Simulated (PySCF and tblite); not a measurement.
The numbers below are computed, except where a source is named.
C₃H₈O, numbered as in [CH3:1][CH2:2][O:3][CH3:4].

Conformers came from 90 starts (ETKDG and KDG, MMFF94s, GFN2-xTB); geometries are PBE0-D3(BJ)/def2-SVP. Free energies are PBE0-D3(BJ)/def2-TZVP single points with GFN2-xTB rigid-rotor and vibrational terms (modes under about 100 cm⁻¹ blended into free rotors). Symmetry numbers and mirror images are counted. Conformers within 4 kcal/mol (GFN2-xTB free energy) were kept, 5 at most. GIAO shieldings: PBE0/pcSseg-1. Shifts are against TMS (¹H), TMS (¹³C) at the same level. Programs: PySCF with density fitting and tblite.

**Question.** List the conformer-averaged shifts at 298.15 K.

**Answer.** ¹H: 3.27 (H4, 3H), 3.13 (H2, 2H), 1.16 (H1, 3H) ppm. ¹³C: 69.5 (C2), 58.9 (C4), 16.9 (C1) ppm.

**Question.** How do the conformers differ?

**Answer.** Torsions listed: C1–C2–O3–C4. Of a mirror pair one member is shown.
| conformer | shape | weight % |
| --- | --- | --- |
| 1 | 180° | 85.8 |
| 2 | 73° | 14.2 |

```tsv
signal	1	2	average
H1	1.18	1.06	1.16
H2	3.09	3.41	3.13
H4	3.29	3.20	3.27
C1	17.5	13.6	16.9
C2	69.8	68.1	69.5
C4	59.4	56.0	58.9
```

**Question.** Which signal moves most, for its nucleus, between 180 and 400 K through the change of populations alone?

**Answer.** H2: 3.10 ppm at 180 K, 3.11 ppm at 230 K, 3.13 ppm at 298.15 K, 3.14 ppm at 330 K, 3.16 ppm at 400 K.

Shifts are unscaled: against experiment ¹³C can be off by 15 ppm or more and ¹H by 0.8 ppm.
